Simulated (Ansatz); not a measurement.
A made-up structure of BSiH₅S, closed shell:

```xyz
8
angstrom
B -1.0241 0.9388 -0.9921
S 0.7377 -0.7747 0.7484
Si -1.0624 -0.7467 -0.4372
H -1.9166 1.2940 -1.6979
H -0.1439 1.6798 -0.6713
H 0.6455 0.1393 1.7513
H 1.8135 -0.4980 -0.0363
H 0.8514 -2.0262 1.2684
```

It is relaxed with PBE-D4/def2-SVP and then PBE0-D4/def2-TZVP (Ansatz 0.2.0). Atoms count as bonded within 1.22 times the sum of their covalent radii (H–H: 0.88 Å). The end point is not checked to be a true minimum.

**Question.** Does its bonding change? (A judgement: the text doesn't fix the answer.)

**Answer.** Computed: No: no bond forms or breaks.

Where it ends: The first stage lowers the energy by 1.89 eV in 22 steps. It ends as BSiH₅S ([BH2][Si][SH3]):
```json
{"atom": "B1", "x (Å)": "-1.0472", "y (Å)": "0.8888", "z (Å)": "-0.7612"}
{"atom": "S2", "x (Å)": "0.6172", "y (Å)": "-0.7800", "z (Å)": "0.4094"}
{"atom": "Si3", "x (Å)": "-0.9738", "y (Å)": "-1.0349", "z (Å)": "-1.0209"}
{"atom": "H4", "x (Å)": "-1.8975", "y (Å)": "1.4398", "z (Å)": "-1.4111"}
{"atom": "H5", "x (Å)": "-0.3689", "y (Å)": "1.5917", "z (Å)": "-0.0498"}
{"atom": "H6", "x (Å)": "0.9224", "y (Å)": "0.4628", "z (Å)": "0.8859"}
{"atom": "H7", "x (Å)": "1.9479", "y (Å)": "-1.1595", "z (Å)": "0.2247"}
{"atom": "H8", "x (Å)": "0.7010", "y (Å)": "-1.4024", "z (Å)": "1.6563"}
```

Labels in which every atom is bracketed show which atoms are joined, not bond orders.

For scale, one of the runs: PBE0-D4/def2-TZVP relaxation, 135 basis functions, launched by `ansatz run in.yaml --threads 2 --pin off --events-out ev --progress --plain --max-ram 4352MiB`. Hardware: 2 CPU threads of an Arm Neoverse V1, shared host. Wall time about 18 s.
